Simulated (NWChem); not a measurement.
# Correlation energy of NO (+1)

```
N
O 1 1.0599
```
Charge +1, spin multiplicity 1.

Everything below was run with NWChem. The geometry was optimised at PBE0/def2-SVP, a minimum by its harmonic frequencies.

Basis set: cc-pVQZ. Each correlation energy counts from its own Hartree-Fock reference.

The correlated methods keep 2 core orbitals frozen. The structure started from a generated list of species. Coupled-cluster values serve here as a point of comparison, not as the truth.

```
method        correlation energy (mHa)
------------  ------------------------
RI-MP2                          -431.1
CR-CCSD[T]                         ___
CCSD(T)                         -442.1
CCSD+T(CCSD)                       ___
CCSD                               ___
CR-CCSD(T)                      -438.3
SCS-MP2                            ___
MP2                             -431.1
```

Question: Complete the blanks.

Answer: 
- CR-CCSD[T], correlation energy (mHa): -439.6
- CCSD+T(CCSD), correlation energy (mHa): -443.7
- CCSD, correlation energy (mHa): -421.0
- SCS-MP2, correlation energy (mHa): -423.7
